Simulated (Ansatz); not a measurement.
Molecule: C3H4N (charge +1, singlet). It need not be the lowest isomer of its formula. SMILES: [NH+]#CC=C
Geometry from a B3LYP-D3(BJ)/def2-TZVP (Ansatz, an electronic-structure program) optimisation:
```
C
C 1 1.3400
H 2 1.0822 1 119.89
H 2 1.0824 3 117.63 1 -180.00
H 1 1.0846 2 123.81 3 0.00
C 1 1.4033 5 115.57 2 180.00
N 6 1.1433 5 151.19 1 -180.00
H 7 1.0077 5 161.23 1 180.00
```
Charge +1, spin multiplicity 1.

Problem. Give the harmonic wavenumbers at B3LYP-D3(BJ)/def2-TZVP (Ansatz, finite differences of forces, unscaled).

Solution. 228, 358, 415, 598, 616, 694, 899, 970, 1079, 1109, 1308, 1451, 1637, 2347, 3162, 3177, 3260, 3683 cm⁻¹. Zero-point energy 38.6 kcal/mol.

Problem. From these and the geometry, give the ideal-gas thermochemistry at 298.15 K and 1 atm (rigid rotor, harmonic oscillator).

Solution. Point group Cs, rotational symmetry number 1. Rotational constants 47.59, 4.789, 4.351 GHz. S(trans) 37.89, S(rot) 23.30, S(vib) 5.55, S(elec, spin only) 0.00, S 66.7 cal/(mol K). H(298) - H(0) 3.47 kcal/mol; G - E(el) 22.2 kcal/mol.
